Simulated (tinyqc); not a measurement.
Inside a calculation. Method: RHF in the sto-6g basis, for H2O, spin multiplicity 1. One step of it, computed by the program tinyqc.

Task: Iteration 2: diagonalisation and new density. Diagonalise F' = X^T F X, C = X C', fill 5 alpha and 5 beta electrons from the bottom; D = 2 C_occ C_occ^T. Each column has its largest component positive (the first on a tie).

Fock matrix F (hartree), order 1O 1s, 1O 2s, 1O 2px, 1O 2py, 1O 2pz, 2H 1s, 3H 1s:
$$\begin{pmatrix}
-20.483320 & -4.965092 & 0.000000 & 0.000000 & -0.032788 & -1.282859 & -1.282859 \\
-4.965092 & -2.325847 & 0.000000 & 0.000000 & -0.145701 & -1.070206 & -1.070206 \\
0.000000 & 0.000000 & -0.385753 & 0.000000 & 0.000000 & 0.000000 & 0.000000 \\
0.000000 & 0.000000 & 0.000000 & -0.347303 & 0.000000 & -0.399169 & 0.399169 \\
-0.032788 & -0.145701 & 0.000000 & 0.000000 & -0.397779 & -0.380596 & -0.380596 \\
-1.282859 & -1.070206 & 0.000000 & -0.399169 & -0.380596 & -0.630296 & -0.448455 \\
-1.282859 & -1.070206 & 0.000000 & 0.399169 & -0.380596 & -0.448455 & -0.630296
\end{pmatrix}$$

X, order 1O 1s, 1O 2s, 1O 2px, 1O 2py, 1O 2pz, 2H 1s, 3H 1s:
$$\begin{pmatrix}
-0.283064 & 0.000000 & 0.766371 & 0.000000 & -0.615840 & 0.000000 & 0.142376 \\
1.226417 & 0.000000 & -0.303374 & 0.000000 & -0.300490 & 0.000000 & 0.411775 \\
0.000000 & 0.000000 & 0.000000 & 1.000000 & 0.000000 & 0.000000 & 0.000000 \\
0.000000 & 0.940610 & 0.000000 & 0.000000 & 0.000000 & 0.699981 & 0.000000 \\
0.575362 & 0.000000 & 0.638532 & 0.000000 & 0.648547 & 0.000000 & 0.192570 \\
-0.771435 & -0.905592 & -0.143634 & 0.000000 & 0.115982 & 0.363524 & 0.373009 \\
-0.771435 & 0.905592 & -0.143634 & 0.000000 & 0.115982 & -0.363524 & 0.373009
\end{pmatrix}$$

Give: F' = X^T F X; orbital energies; coefficients C; D after iteration 2.

Result:

F' = X^T F X (hartree):
$$\begin{pmatrix}
0.3025 & 0.0000 & 1.4600 & 0.0000 & -1.0196 & 0.0000 & 0.0728 \\
0.0000 & 0.7545 & 0.0000 & 0.0000 & 0.0000 & 0.1241 & 0.0000 \\
1.4600 & 0.0000 & -9.6001 & 0.0000 & 9.1380 & 0.0000 & -3.7402 \\
0.0000 & 0.0000 & 0.0000 & -0.3858 & 0.0000 & 0.0000 & 0.0000 \\
-1.0196 & 0.0000 & 9.1380 & 0.0000 & -9.5283 & 0.0000 & 3.8662 \\
0.0000 & 0.1241 & 0.0000 & 0.0000 & 0.0000 & -0.6245 & 0.0000 \\
0.0728 & 0.0000 & -3.7402 & 0.0000 & 3.8662 & 0.0000 & -2.7710
\end{pmatrix}$$

orbital energies (hartree): MO1 -20.4868, MO2 -1.2774, MO3 -0.6356, MO4 -0.4627, MO5 -0.3858, MO6 0.6300, MO7 0.7656

coefficients C, order 1O 1s, 1O 2s, 1O 2px, 1O 2py, 1O 2pz, 2H 1s, 3H 1s:
$$\begin{pmatrix}
0.9965 & -0.2169 & 0.0000 & 0.0989 & 0.0000 & -0.1308 & 0.0000 \\
0.0168 & 0.8012 & 0.0000 & -0.5372 & 0.0000 & 0.9619 & 0.0000 \\
0.0000 & 0.0000 & 0.0000 & 0.0000 & 1.0000 & 0.0000 & 0.0000 \\
0.0000 & 0.0000 & 0.6135 & 0.0000 & 0.0000 & 0.0000 & 0.9991 \\
0.0037 & 0.1474 & 0.0000 & 0.7971 & 0.0000 & 0.7344 & 0.0000 \\
-0.0041 & 0.1734 & 0.4426 & 0.2405 & 0.0000 & -0.8249 & -0.8697 \\
-0.0041 & 0.1734 & -0.4426 & 0.2405 & 0.0000 & -0.8249 & 0.8697
\end{pmatrix}$$

D after iteration 2, order 1O 1s, 1O 2s, 1O 2px, 1O 2py, 1O 2pz, 2H 1s, 3H 1s:
$$\begin{pmatrix}
2.0997 & -0.4203 & 0.0000 & 0.0000 & 0.1011 & -0.0359 & -0.0359 \\
-0.4203 & 1.8616 & 0.0000 & 0.0000 & -0.6201 & 0.0193 & 0.0193 \\
0.0000 & 0.0000 & 2.0000 & 0.0000 & 0.0000 & 0.0000 & 0.0000 \\
0.0000 & 0.0000 & 0.0000 & 0.7529 & 0.0000 & 0.5431 & -0.5431 \\
0.1011 & -0.6201 & 0.0000 & 0.0000 & 1.3143 & 0.4345 & 0.4345 \\
-0.0359 & 0.0193 & 0.0000 & 0.5431 & 0.4345 & 0.5677 & -0.2160 \\
-0.0359 & 0.0193 & 0.0000 & -0.5431 & 0.4345 & -0.2160 & 0.5677
\end{pmatrix}$$
